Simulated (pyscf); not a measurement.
## Four-centre exchange: HO–AlH₂ (SMILES [OH][AlH2]) + HO–SiH₃ (SMILES O[SiH3]) -> HO–AlH–OH (SMILES [OH][AlH][OH]) + SiH₄ (SMILES [SiH4])

Gas phase, singlet surface, charge 0. Bonds broken: Al2–H4, O6–Si7. Bonds formed: Al2–O6, H4–Si7. Single points on ωB97X-D3(BJ)/def2-SVP structures (PySCF, gas phase). Correlated levels are frozen-core, on RHF or UHF. ΔMP2 is the change of the MP2 total energy from the triple- to the quadruple-zeta basis.

Transition state (Å):

```xyz
11

O     -0.7693    -1.9600     0.3110
Al    -1.7043    -0.6052    -0.1486
H     -1.1022    -2.8258     0.5524
H     -1.5767     0.6858     1.0227
H     -3.2225    -0.7312    -0.5660
O     -0.6993     0.6300    -0.9957
Si    -0.4663     1.8153     0.5435
H     -0.1955     0.7057    -1.8127
H     -0.2872     2.9126    -0.4651
H      0.8223     1.2467     1.0169
H     -1.0135     2.6193     1.6971
```

One imaginary mode, 288i cm⁻¹; descent along it reached the two sides named, in the forms told below.

```
bond    change  reactant side (Å)  saddle  product side
------  ------  -----------------  ------  ------------
Al2–H4  breaks              1.599   1.748         2.076
O6–Si7  breaks              1.717   1.957           2.8
Al2–O6   forms              1.982   1.804         1.722
H4–Si7   forms                3.2   1.655         1.509
```

Electronic energies relative to the separated reactants (eV):

```
level                             barrier  reaction energy  reverse barrier
--------------------------------  -------  ---------------  ---------------
ωB97X-D3(BJ)/def2-TZVP              -0.52            -0.60             0.08
PBE/def2-TZVP                       -0.40            -0.62             0.22
r²SCAN/def2-TZVP                    -0.49            -0.64             0.15
B3LYP-D3(BJ)/def2-TZVP              -0.35            -0.61             0.26
PBE0-D3(BJ)/def2-TZVP               -0.49            -0.60             0.12
M06-2X/def2-TZVP                    -0.44            -0.63             0.19
ωB97M-D3(BJ)/def2-TZVP              -0.37            -0.60             0.23
HF/def2-TZVP                         0.13            -0.54             0.67
MP2/def2-QZVPP                      -0.38            -0.63             0.25
CCSD/def2-TZVPP                     -0.29            -0.62             0.33
CCSD(T)/def2-TZVPP                  -0.35            -0.62             0.27
CCSD(T)/def2-TZVPP + ΔMP2(QZVPP)    -0.37            -0.62             0.25
```

With CCSD(T)/def2-TZVPP + ΔMP2(QZVPP) energies and thermal terms (ideal gas, 1 atm, RRHO with modes under 100 cm⁻¹ raised to 100, one conformer, R ln 2 for chiral ones without a mode under 150 cm⁻¹), in eV:

| T (K) | ΔH‡ | ΔG‡ | ΔH | ΔG |
|---|---|---|---|---|
| 298 | -0.30 | 0.23 | -0.61 | -0.54 |
| 600 | -0.29 | 0.76 | -0.61 | -0.46 |
| 900 | -0.28 | 1.29 | -0.60 | -0.39 |
| 1200 | -0.25 | 1.80 | -0.61 | -0.32 |

On the reactant side the descent ends in an adduct with a Al–O contact (not fully relaxed), 0.97 eV under the separated species and 0.45 eV under the saddle at ωB97X-D3(BJ)/def2-TZVP. On the product side the descent ends in a complex, 0.26 eV under the separated species and 0.34 eV under the saddle at ωB97X-D3(BJ)/def2-TZVP. At ωB97X-D3(BJ)/def2-TZVP, PBE, r²SCAN, B3LYP-D3(BJ), PBE0-D3(BJ), M06-2X, ωB97M-D3(BJ)/def2-TZVP, MP2, CCSD, CCSD(T), CCSD(T) the saddle lies under the separated reactants, which points to a path from their complex (located at ωB97X-D3(BJ) alone). What is counted as formed (Al–O) is already present as a longer contact in the reactant adduct; forming that adduct is a step of its own. At the saddle there is also a short Al–Si contact that neither side keeps. One saddle was located; it need not be the lowest between these sides. The CCSD(T) − MP2 part came from Ansatz, without density fitting, on the same reference.
